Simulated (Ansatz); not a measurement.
in.yaml

```yaml
crystal:
  periodic: [false, false, false]
  atoms:
    - {symbol: N, position_ang: [0.000000, 0.000000, 0.000000]}
    - {symbol: S, position_ang: [0.000000, 0.000000, 4.027000]}
basis:
  gaussian: {orbitals: 6-31G}
magnetization: {spin_polarized: false, initial_magnetization: 1}
correlation: {method: ccsdt_q, electrons: outside_noble_gas}
```

```sh
$ ansatz run in.yaml --threads 1 --pin off --events-out ev --progress --plain --max-ram 2393MiB
```

Log:

```
430 factors; integrals over basis functions are off by at most 2.9e-8 eV
mean field evaluation 1: about -12253.2390 eV, gradient 4.9e1 eV
mean field evaluation 2: about -12253.2401 eV, gradient 4.9e1 eV
mean field evaluation 4: about -12176.2954 eV, gradient 1.3e2 eV
mean field evaluation 8: about -12288.0116 eV, gradient 1.2e1 eV
mean field evaluation 16: about -12289.6335 eV, gradient 1.4e-6 eV
mean field evaluation 32: about -12288.7480 eV, gradient 7.1e0 eV
mean field evaluation 64: about -12289.5992 eV, gradient 1.7e-9 eV
mean field evaluation 96: about -12287.6207 eV, gradient 2.2e1 eV
mean field evaluation 128: about -12289.5660 eV, gradient 1.0e-1 eV
mean field evaluation 160: about -12289.5764 eV, gradient 2.3e-4 eV
...
cycle 290  -14.64168072 eV  change   -6.4e-4 eV  update   1.2e-3
cycle 291  -14.64552553 eV  change   -3.8e-3 eV  update   1.3e-3
cycle 292  -14.64330706 eV  change    2.2e-3 eV  update   1.7e-3
cycle 293  -14.65223525 eV  change   -8.9e-3 eV  update   1.6e-3
cycle 294  -14.64530149 eV  change    6.9e-3 eV  update   2.8e-3
cycle 295  -14.64437441 eV  change    9.3e-4 eV  update   1.9e-3
cycle 296  -14.64426119 eV  change    1.1e-4 eV  update   1.7e-3
cycle 297  -14.65114968 eV  change   -6.9e-3 eV  update   1.7e-3
cycle 298  -14.64684834 eV  change    4.3e-3 eV  update   2.7e-3
cycle 299  -14.64870798 eV  change   -1.9e-3 eV  update   2.1e-3
Error: not converged in 300 cycles: update norm 2.306e-3, energy change -3.894e-3 eV, smallest ratio of the change in the update to the step in singles and doubles: 2.6e-4
```

The run gave no result to rely on (not converged).

Ran on 1 thread of AMD EPYC 9R45, shared host: 24 s wall, 0.16 GiB peak host memory.
